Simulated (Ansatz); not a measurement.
## Which is lower?

Two relaxed structures of C₂H₂B (charge -1), singlet (PBE0-D4/def2-TZVPD; forces vanish, vibrations not checked).

A:

B1  (-0.289, 0.383, -0.323)
C2  (0.444, -0.589, 0.496)
C3  (1.073, -1.420, 1.196)
H4  (-0.967, 0.050, -1.274)
H5  (-0.260, 1.576, -0.095)
(Å)

B:

| atom | x (Å) | y (Å) | z (Å) |
| --- | --- | --- | --- |
| B1 | -0.1941 | 0.2217 | -0.2880 |
| C2 | 0.3845 | -0.8360 | 0.4424 |
| C3 | 0.9341 | -1.7804 | 1.1354 |
| H4 | -0.9406 | 0.3342 | -1.2120 |
| H5 | 1.6078 | -1.5268 | 1.9641 |

Computed with Ansatz 0.2.0 (basis: def2-TZVPPD); correlated methods freeze the cores. B3LYP uses VWN-RPA correlation.

(1) Which structure is lower at CCSD(T), and by how much? (Judge from chemistry; the value comes from the calculation.)

T1 diagnostic: at most 0.026. The restricted Hartree–Fock reference is unstable towards an unrestricted one at one or more of these structures.

## Answers

(1) By the calculation: A, by 1.567 eV (electronic energy, against the other). By their contacts, A is C₂H₂B ([BH2][C][C]), total charge -1 and B is C₂H₂B ([BH][C][CH]), total charge -1.

All methods give the same order:

```
   method  E(B) − E(A) (eV)
   PBE-D4             1.264
r2SCAN-D4             1.363
  PBE0-D4             1.411
 B3LYP-D4             1.443
  wB97M-V             1.588
       HF             1.884
      MP2             1.669
     CCSD             1.626
  CCSD(T)             1.567
```

Labels in which every atom is bracketed show which atoms are joined, not bond orders.

For scale, one of the runs: CCSD(T)/def2-TZVPPD, 145 basis functions, launched by `ansatz run in.yaml --threads 2 --pin off --events-out ev --progress --plain --max-ram 4352MiB`. The run took 12 s on 2 CPU threads of an Arm Neoverse V1 (shared host), with 0.89 GiB of host memory at its peak.
